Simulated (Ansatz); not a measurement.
Species: C2H5S, charge 0, multiplicity 2. It need not be the lowest isomer of its formula. 
Coordinates optimised at B3LYP-D3(BJ)/def2-TZVP (Ansatz, a program for electronic structure):
SMILES: C[CH]S
```xyz
8

C      1.5338     0.7218    -0.0560
C      0.0541     0.7144    -0.2059
S     -0.8025    -0.7472     0.1583
H     -2.0411    -0.3097    -0.1192
H     -0.4490     1.4656    -0.7967
H      1.9039     1.7455     0.0258
H      1.8495     0.1784     0.8388
H      2.0484     0.2585    -0.9100
```
Charge 0, spin multiplicity 2.

Basis-set convergence of Hartree-Fock and CCSD correlation energies (hartree) with Ansatz. Cores are frozen in the correlated levels unless marked. Open shells are spin-unrestricted. No spin-orbit coupling. No relativistic terms.

```json
[
 {"basis": "cc-pV(D+d)Z", "functions": "76", "E(HF)": "-476.14470", "E(corr, CCSD)": "-0.44846"},
 {"basis": "cc-pV(T+d)Z", "functions": "169", "E(HF)": "(withheld)", "E(corr, CCSD)": "(withheld)"}
]
```

Question: Fill in the missing entries.

Answer: 
- cc-pV(T+d)Z, E(HF): -476.18286
- cc-pV(T+d)Z, E(corr, CCSD): -0.54673
